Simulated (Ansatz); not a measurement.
# SiPHO+ (doublet): the correlation ladder, cc-pVDZ

An exercise on one series of results from a longer session: the logs are not shown, and one member is left open.

The runs use Ansatz 0.2.0, Gaussian basis; cc-pVDZ, core rule «outside noble gas», up to 11 orbitals frozen.

The runs, in order: UHF; CCSD(T) on ROHF; CCSD(T) on UHF; BCCD(T) on ROHF; CISD; CCSDT(Q) on ROHF; CCSDT(Q) on UHF.

13 further runs of the same task are left out: 5 that didn't finish, 8 set aside as unsound or not needed.

**The system**

The geometry is a PBE0/def2-TZVP stationary point (not a proven minimum) of the parent state, kept for this charge and spin.

4 atoms, charge 1, spin multiplicity 2.

Atoms are counted from 1 here; the program's logs count them from 0.

Bond lengths: O1–P2 1.567 Å, O1–Si3 1.936 Å, P2–Si3 2.164 Å, Si3–H4 1.553 Å. Angles: P2–O1–Si3 75.5°, O1–P2–Si3 60.0°, O1–Si3–P2 44.5°, O1–Si3–H4 91.8°, P2–Si3–H4 79.0°.

As a file:

```
O     0.0803    1.0413    0.3332
P    -0.0135   -0.3971    0.9477
Si   -0.0800   -0.1317   -1.1987
H     1.3689   -0.6569   -1.0097
```

Set-up of the first run:

in.yaml

```yaml
crystal:
  periodic: [false, false, false]
  atoms:
    - {symbol: O, position_ang: [0.080329, 1.041330, 0.333186]}
    - {symbol: P, position_ang: [-0.013472, -0.397140, 0.947657]}
    - {symbol: Si, position_ang: [-0.080031, -0.131656, -1.198682]}
    - {symbol: H, position_ang: [1.368899, -0.656918, -1.009689]}
basis:
  gaussian: {orbitals: cc-pVDZ}
total_charge: 1
magnetization: {spin_polarized: true, initial_magnetization: 1}
hamiltonian: {xc: hf}
output: {orbitals: {seedname: orbitals}}
```

Command:

```bash
ansatz run in.yaml --threads 1 --pin off --events-out ev --progress --plain --max-ram 2393MiB
```

Among the steps run: UHF; CCSD(T) on ROHF; CCSD(T) on UHF; BCCD(T) on ROHF; CISD; CCSDT(Q) on ROHF; CCSDT(Q) on UHF.

One table of the session follows, with a row left open; its other results are not shown here.

```
   method  from RCCSDT(Q) (kJ/mol)
      UHF                  +1075.9
     RMP2                   +119.8
     UMP2                   +136.0
     CISD                   +181.9
    RCCSD                    +58.7
    UCCSD                    +59.3
 RCCSD(T)                     +9.2
 UCCSD(T)                        ?
  BCCD(T)                     +8.5
   RCCSDT                     +4.8
   UCCSDT                     +4.6
RCCSDT(Q)                        0
UCCSDT(Q)                     -3.8
```

Q: Estimate the row for UCCSD(T) from the others.

As computed: from RCCSDT(Q) (kJ/mol): +12.4. In the column «from RCCSDT(Q) (kJ/mol)» it lies between RCCSD(T) (+9.2) and RCCSD (+58.7).

Left out of the table: ROHF (another determinant or state than the rows shown).

To keep in mind: Warnings: spin contamination; coupled cluster took another determinant than the lowest. Restricted and unrestricted rows rest on different reference determinants; where their highest levels disagree by more than a few hundredths of an eV, they describe different states and don't form one ladder.
